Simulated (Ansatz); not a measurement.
Compare A (`C/N=C/S`) with its isomer B (`N/C=C\S`).

Isolated molecules relaxed with PBE0-D4/def2-TZVP in Ansatz; ΔE leaves out vibrations. CCSD(T)/CBS is the MP2 limit (def2-TZVPP, def2-QZVPP) plus CCSD(T) − MP2 in def2-TZVPP, frozen cores. Double bonds are as drawn, so ΔE can hold a change between cis and trans. Functionals use def2-TZVPP. B3LYP here is the variant with VWN-RPA as its local correlation; programs differ in this. One conformer a species, not always the lowest.

A:

Z-matrix (Å, degrees):
```
C
N 1 1.438
H 1 1.100 2 113.6
H 1 1.093 2 109.3 3 121.7
H 1 1.093 2 109.3 3 -121.7
C 2 1.255 1 118.0 3 0.0
S 6 1.754 2 120.4 1 180.0
H 6 1.098 2 124.1 1 -0.0
H 7 1.341 6 95.5 2 -180.0
```

B:

Z-matrix (Å, degrees):
```
N
C 1 1.363
H 1 1.004 2 117.6
H 1 1.010 2 115.4 3 142.2
C 2 1.341 1 126.2 3 -156.8
H 2 1.086 1 114.9 3 26.3
S 5 1.758 2 121.6 1 6.9
H 5 1.081 2 120.1 1 -176.3
H 7 1.348 5 99.3 2 -88.9
```

(1) Which isomer does CCSD(T)/CBS put lower? Give the gap. (An estimate is asked.)

(2) Give E(B) − E(A) in kcal/mol with CCSD(T)/def2-SVP, B3LYP-D4, CCSD/def2-TZVPP, ωB97M-V, HF/def2-TZVPP, LDA (SPW92), r2SCAN-D4. (Estimate.)

(3) Does the order hold for the free energy at 298.15 K (harmonic terms from PBE0-D4)? (Estimate.)

Largest T1 diagnostic: 0.013.

## Answers

(1) Computed: B, by 5.3 kcal/mol.

(2) Computed: CCSD(T)/def2-SVP -1.6, B3LYP-D4 -5.0, CCSD/def2-TZVPP -4.1, ωB97M-V -5.9, HF/def2-TZVPP -4.1, LDA (SPW92) -8.3, r2SCAN-D4 -5.4. None reverses the order clearly.

(3) Computed: Yes: G(B) − G(A) = -4.5 kcal/mol, for one conformer each.

From BLYP to BHLYP (50 % exact exchange), in def2-TZVPP and without D4, E(B) − E(A) moves by −2.4 kcal/mol. At CCSD(T), def2-SVP lies +3.7 kcal/mol from the extrapolated value and def2-TZVPP +1.3 kcal/mol.
